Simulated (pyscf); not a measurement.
Thermochemistry of product channels of formic acid (O=CH–OH) + silane (SiH₄) on the singlet surface, in kcal/mol, from CCSD(T)/def2-TZVPP + ΔMP2(QZVPP) energies (ideal gas, 1 atm, RRHO with modes under 100 cm⁻¹ raised to 100, one conformer, R ln 2 for chiral ones without a mode under 150 cm⁻¹). Structures and frequencies: ωB97X-D3(BJ)/def2-SVP in PySCF. Correlated levels are frozen-core, on RHF or UHF. ΔMP2 is the change of the MP2 total energy from the triple- to the quadruple-zeta basis.

```json
[
 {"products": "HO–CH₂–O–SiH₃", "ΔE": "-25.0", "ΔH(298 K)": "-20.9", "ΔG(298 K)": "-10.9", "ΔG(1200 K)": "+18.1"},
 {"products": "silanol (HO–SiH₃) + formaldehyde (H₂C=O)", "ΔE": "-11.0", "ΔH(298 K)": "-10.8", "ΔG(298 K)": "-12.5", "ΔG(1200 K)": "-18.1"}
]
```

The channel to HO–CH₂–O–SiH₃ turns unfavourable between 298 and 1200 K (ΔG from -10.9 kcal/mol to +18.1 kcal/mol).

These are energies of the channels, which say nothing of barriers. The CCSD(T) − MP2 part came from Ansatz, without density fitting, on the same reference.
